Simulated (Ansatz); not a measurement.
Fluorite CeO₂, treated with PBE (PAW; Ansatz, an electronic-structure program).

Run with plane-wave cutoff 520 eV, 8×8×8 k mesh, perturbation theory, no spin polarisation, scalar-relativistic PAW data made under PBE.

Computed at the level's own relaxed cell.

CeO2 has the cubic space group Fm-3m (No. 225), the fluorite structure, Pearson symbol cF12. Conventional cell: a = b = c = 5.4641 Å, α = β = γ = 90.00°. Ce on 4a is coordinated by 8 O at 2.366 Å (cubic). O on 8c has 4 Ce at 2.366 Å (tetrahedral). (Neighbours: up to the widest gap in distance over summed covalent radii, below 1.35, at either atom; cation-cation and far metal-metal contacts left out.)
(The calculation used a cell of 3 atoms; values per cell refer to that cell.)

Harmonic phonon frequencies (cm⁻¹; i marks an imaginary mode; at Γ without the LO shift):

| q point | frequencies |
|---|---|
| Γ | 0 0 0 254 254 254 417 417 417 |
| X | 123 123 147 206 206 247 424 424 556 |
| U | 120 157 163 197 251 264 402 430 541 |
| L | 109 109 194 321 321 353 353 387 488 |
| W | 123 173 182 184 184 344 344 450 540 |

Measured, for comparison: zone-centre TO phonon frequency 272 cm⁻¹ (temperature not stated, not corrected to a static lattice; as tabulated in SRNL-STI-2020-00011).

No imaginary mode appears at these points.
